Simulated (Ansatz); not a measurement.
Saddle point of BH3O2, closed shell (BH₃O₂ ([OH][BH][OH]) → BHO ([BH][O]) + H₂O; bonds formed: O2–H4; bonds broken: B1–O2, O3–H4), PBE0-D4/def2-TZVP structure:

B1  (-0.485, 0.134, -0.481)
O2  (0.519, 0.285, 0.721)
O3  (-0.972, -1.020, -0.231)
H4  (0.036, -0.733, 0.737)
H5  (-0.560, 1.029, -1.261)
H6  (1.461, 0.305, 0.515)
(Å)

Energies are electronic, without zero-point energy. Barriers and step energies count from the start structure reached by relaxing down the imaginary mode; all methods use the PBE0-D4 structures, on which another method's saddle can fall below an end. Ansatz 0.2.0; basis: def2-TZVPP, with def2-QZVPP for the basis limit; cores frozen in the correlated methods. B3LYP uses VWN-RPA correlation. Extrapolation: Hartree–Fock as exp(−7.88 √X), correlation as X^−2.97.

| method | barrier (kcal/mol) | step energy (kcal/mol) |
| --- | --- | --- |
| SPW92 | 46.58 | 47.07 |
| PBE-D4 | ? | 39.44 |
| BLYP-D4 | 50.55 | 35.52 |
| r2SCAN-D4 | 52.78 | 42.12 |
| B97M-V | 56.17 | 41.63 |
| PBE0-D4 | ? | 43.19 |
| B3LYP-D4 | ? | 39.33 |
| r2SCAN0-D4 | 56.06 | 44.70 |
| BHLYP-D4 | 60.02 | 43.46 |
| CAM-B3LYP-D4 | 55.27 | 41.69 |
| wB97X-V | 55.17 | 41.75 |
| wB97M-V | 54.24 | 40.49 |
| B2PLYP | 54.33 | 38.82 |
| PBE-QIDH | 55.77 | 43.55 |
| RPA on PBE | 53.66 | 37.68 |
| HF | 68.51 | 44.01 |
| MP2 | 53.37 | 38.53 |
| CCSD | 57.52 | 40.69 |
| CCSD(T) | 54.98 | 39.50 |

Question: Fill in the withheld barriers. (Judge from chemistry; the value comes from the calculation.)

Answer: Computed: PBE-D4 48.88; PBE0-D4 53.83; B3LYP-D4 54.42 kcal/mol. Each is the energy of the saddle less that of the start structure, by the same method.

For comparison, the barrier by CCSD(T) at an estimated basis limit (MP2 extrapolated from triple and quadruple zeta, plus CCSD(T) − MP2 in triple zeta) is 55.12 kcal/mol.

T1 diagnostic: at most 0.018.

Labels in which every atom is bracketed show which atoms are joined, not bond orders.

For scale, one of the runs: CCSD(T)/def2-TZVPP, 135 basis functions, launched by `ansatz run in.yaml --threads 2 --pin off --events-out ev --progress --plain --max-ram 4352MiB`. Hardware: 2 CPU threads of an Arm Neoverse V1, shared host. Wall time 9 s; peak host memory 0.76 GiB.
